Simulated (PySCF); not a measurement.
SiH$_{2}$, singlet: vertical spin and charge gaps

Geometry (PBE0/def2-TZVP stationary point for this spin, not checked as a minimum):

```
atom   x (Å)    y (Å)    z (Å)
  Si  0.0000  -0.0715   0.0000
   H  0.0000   0.9958  -1.0900
   H  0.0000   0.9958   1.0900
```

Basis cc-pVDZ; PySCF 2.14.0. Correlated methods freeze the noble-gas cores. Prefix R: restricted or restricted open-shell reference.

Gaps are energies of the second state less the first, at fixed atoms, for a selection of the levels run; mean-field and cluster levels share one orbital occupation for each state, and full CI takes the lowest of the symmetries tried.

Triplet less singlet: 1.202 eV at full CI (singlet A1, triplet B1, in C2v).

```json
{"level": "RHF", "gap (eV)": "0.677", "error (meV)": "-525"}
{"level": "RMP2", "gap (eV)": "1.041", "error (meV)": "-161"}
{"level": "RCCSD", "gap (eV)": "1.197", "error (meV)": "-5"}
{"level": "RCCSD(T)", "gap (eV)": "1.201", "error (meV)": "-1"}
{"level": "RCCSDT", "gap (eV)": "1.199", "error (meV)": "-3"}
```

Removing an electron, to the doublet: 9.318 eV at full CI (singlet A1, doublet ion A1, in C2v).

```csv
level,gap (eV),error (meV)
RHF,8.490,-828
RMP2,9.128,-190
RCCSD,9.300,-18
RCCSD(T),9.316,-2
RCCSDT,9.315,-3
```

Full CI is exact within this basis and frozen core; it isn't the basis-set limit.
